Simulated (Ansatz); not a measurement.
## Ansatz (development build ahead of 0.2.0) run

```yaml
crystal:
  periodic: [false, false, false]
  atoms:
    - { symbol: Na, position_ang: [0.07527, 0.00254, -1.63727] }
    - { symbol: Na, position_ang: [0.07772, 0.07035, 1.47676] }
basis:
  gaussian: { orbitals: "6-31G" }
hamiltonian:
  xc: hf
correlation:
  method: mp2
  frozen_orbitals: { Na: 1 }
```

The input is written out in the form of the current development build from the run's settings.

Output:

- Converged: yes
- Reference energy: -323.68132 hartree
- Correlation energy: -0.01780 hartree
- Total energy: -323.69912 hartree
- Spin squared of the determinant: 0.000
